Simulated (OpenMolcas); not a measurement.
# SiH3Cl (chlorosilane) at 6 levels

Wanted: a comparison of 6 runs (B3LYP/STO-3G, PBE/STO-3G, PBE0/STO-3G, SVWN5/STO-3G, UPBE/STO-3G, MP2/STO-3G) of SiH3Cl (chlorosilane). 

The results are computed with OpenMolcas 26.06.

2 further runs of the same task are left out: 1 that didn't finish, 1 set aside as unsound or not needed.

### Step 1. The molecule

The species is SiH3Cl (5 atoms), meant as a singlet with charge 0. As SMILES, `[SiH3]Cl`. The Si1–H4 distance was set to 2.221 Å, away from the relaxed value. At this shape a bond of the SMILES string is far longer than usual.

Bond lengths: Si1–Cl2 2.054 Å, Si1–H3 1.481 Å, Si1–H5 1.481 Å. Angles: Cl2–Si1–H3 108.5°, Cl2–Si1–H5 108.5°, H3–Si1–H5 110.4°. A long bond or contact: Si1–H4 2.221 Å.

### Step 2. The energy at B3LYP/STO-3G (run 1)

Input file mol.inp:

```
* ClH3Si Kohn-Sham DFT

&GATEWAY
 BASLIB = $CurrDir
 COORD
 5
 angstrom
 Si       0.099359       0.320763       0.611127
 Cl       2.049659      -0.211337       0.971927
 H       -0.739541      -0.186137       1.721127
 H       -0.534700      -0.585700      -1.314900
 H        0.020559       1.797563       0.537327
 BASIS = STO-3G
 GROUP = NoSym

&SEWARD
 GRIDINPUT
 Grid=UltraFine
 End of Grid

&SCF
 KSDFT = B3LYP
 THRESHOLDS = 1e-10 1e-07 1e-07 1e-05
 PRORBITALS = 1 1
```

The basis set STO-3G is read from a file made from the Basis Set Exchange's data (not shown).

Launch:

```console
$ export MOLCAS_MEM=1860
$ pymolcas mol.inp > mol.log
```

Log:

```text
--- Start Module: gateway ---
[...]
--- Stop Module: gateway /rc=_RC_ALL_IS_WELL_ ---
--- Start Module: seward ---
[...]
      Basis functions           21
--- Stop Module: seward /rc=_RC_ALL_IS_WELL_ ---
--- Start Module: scf ---
[...]
       Convergence after  10 Iterations
[...]
::    Total KS-DFT energy                            -743.0472147806
[...]
      Total spin, S                                     0.0000000000
[...]
      Total electronic charge=   34.000000
      Total            charge=   -0.000000
[...]
      Dipole Moment (debye):
      Origin of the operator (angstrom)=    1.1095    0.0397    0.7888
                   X= -2.1137E+00               Y=  8.3055E-01               Z=  3.4103E-02           Total=  2.2712E+00
      Quadrupole Moment (debye*angstrom):
[...]
--- Stop Module: scf /rc=_RC_ALL_IS_WELL_ ---
[...]
```

Wall time 3.9 s (1 thread of Intel Xeon Platinum 8488C (Sapphire Rapids), shared host); peak memory 0.37 GiB.

### Step 3. The energy at PBE/STO-3G (run 2)

Input file mol.input:

```
&GATEWAY
 BASLIB=$CurrDir
 COORD
 5
 angstrom
 Si       0.099359       0.320763       0.611127
 Cl       2.049659      -0.211337       0.971927
 H       -0.739541      -0.186137       1.721127
 H       -0.534700      -0.585700      -1.314900
 H        0.020559       1.797563       0.537327
 BASIS=STO-3G
 GROUP=NoSym

&SEWARD
 GRIDINPUT
 Grid=UltraFine
 End of Grid

&SCF
 KSDFT=PBE
 THRESHOLDS=1e-10 1e-07 1e-07 1e-05
 PRORBITALS=1 1
```

The basis set STO-3G is read from a file made from the Basis Set Exchange's data (not shown).

Launch:

```console
$ export MOLCAS_MEM=1860
$ pymolcas mol.input > mol.log
```

Log:

```text
--- Start Module: gateway ---
[...]
--- Stop Module: gateway /rc=_RC_ALL_IS_WELL_ ---
--- Start Module: seward ---
[...]
      Basis functions           21
--- Stop Module: seward /rc=_RC_ALL_IS_WELL_ ---
--- Start Module: scf ---
[...]
       Convergence after  12 Iterations
[...]
::    Total KS-DFT energy                            -742.6776816735
[...]
      Total spin, S                                     0.0000000000
[...]
      Total electronic charge=   34.000000
      Total            charge=   -0.000000
[...]
      Dipole Moment (debye):
      Origin of the operator (angstrom)=    1.1095    0.0397    0.7888
                   X= -2.0149E+00               Y=  8.1094E-01               Z=  6.4650E-02           Total=  2.1730E+00
      Quadrupole Moment (debye*angstrom):
[...]
--- Stop Module: scf /rc=_RC_ALL_IS_WELL_ ---
[...]
```

It took 4.2 s on 1 thread of Intel Xeon Platinum 8488C (Sapphire Rapids), shared host; peak memory 0.37 GiB.

Runs 3 to 5 aren't shown in full; the table further down has their settings and results.

### Step 4. The energy at MP2/STO-3G (run 6)

Input file mol.inp:

```
&gateway
 baslib=$CurrDir
 coord
 5
 angstrom
 Si       0.099359       0.320763       0.611127
 Cl       2.049659      -0.211337       0.971927
 H       -0.739541      -0.186137       1.721127
 H       -0.534700      -0.585700      -1.314900
 H        0.020559       1.797563       0.537327
 basis=STO-3G
 group=NoSym

&seward

&scf
 thresholds=1e-10 1e-07 1e-07 1e-05
 prorbitals=1 1

&mbpt2
 frozen=10
```

The basis set STO-3G is read from a file made from the Basis Set Exchange's data (not shown).

Launch:

```console
$ export MOLCAS_MEM=1860
$ pymolcas mol.inp > mol.log
```

Log:

```text
--- Start Module: gateway ---
[...]
--- Stop Module: gateway /rc=_RC_ALL_IS_WELL_ ---
[...]
      Basis functions           21
[...]
--- Start Module: scf ---
[...]
       Convergence after  10 Iterations
[...]
::    Total SCF energy                               -741.8212424743
[...]
      Total spin, S                                     0.0000000000
[...]
      Total electronic charge=   34.000000
      Total            charge=   -0.000000
[...]
      Dipole Moment (debye):
      Origin of the operator (angstrom)=    1.1095    0.0397    0.7888
                   X= -2.4956E+00               Y=  9.1572E-01               Z= -6.8516E-02           Total=  2.6592E+00
      Quadrupole Moment (debye*angstrom):
[...]
--- Stop Module: scf /rc=_RC_ALL_IS_WELL_ ---
--- Start Module: mbpt2 ---
[...]
WARNING!
Default frozen orbitals as non valence orbitals is overwritten by user input.
Default values:   7
[...]
       Reference weight ( Cref**2 )         =        0.95228
::    Total MBPT2 energy                             -741.8894705382
[...]
      Total MBPT2 calculations                           0.04      0.04
--- Stop Module: mbpt2 /rc=_RC_ALL_IS_WELL_ ---
[...]
```

Wall time 1.8 s (1 thread of Intel Xeon Platinum 8488C (Sapphire Rapids), shared host); peak memory 0.37 GiB.

### Step 5. The series

```tsv
run	level	scramble	integration grid	energy (Eh)	dipole moment (D) of the reference	HOMO energy (eV)	LUMO energy (eV)	wall time
1	B3LYP/STO-3G	–	UltraFine	-743.047215	2.27	-5.55	0.97	3.9 s
2	PBE/STO-3G	–	UltraFine	-742.677682	2.17	-4.54	0.35	4.2 s
3	PBE0/STO-3G	–	UltraFine	-742.786552	2.37	-5.73	1.29	5.1 s
4	SVWN5/STO-3G	–	UltraFine	-740.295903	2.30	-4.38	0.55	5.1 s
5	UPBE/STO-3G	0.25	UltraFine	-742.677682	2.17	-4.54	0.35	6.3 s
6	MP2/STO-3G	–	–	-741.889471	2.66	-8.22	5.21	1.8 s
```

### Step 6. Summary of results

| quantity | value |
| --- | --- |
| run 6: total energy | -741.88947 Eh |
| run 6: dipole moment (mean-field density) | 2.66 D |
| run 6: HOMO energy (Hartree–Fock orbitals) | -8.22 eV |
| run 6: LUMO energy (Hartree–Fock orbitals) | 5.21 eV |
| run 6: HOMO–LUMO gap (Hartree–Fock orbitals) | 13.42 eV |
| run 6: correlation energy (10 core orbitals frozen) | -68.2 mEh |

**Reading.** Over runs 1, 2, 3, 4, 5 the dipole moment (its size) runs from 2.17 D (PBE/STO-3G) to 2.37 D (PBE0/STO-3G). Over runs 1, 2, 3, 4, 5 the HOMO–LUMO gap runs from 4.89 eV (UPBE/STO-3G) to 7.02 eV (PBE0/STO-3G). Totals of different functionals can't be ranked against each other. In runs 1, 2, 3, 4, 5, 6 the basis is minimal, so the values are rough. All runs together took 27 s, the longest 6.3 s.
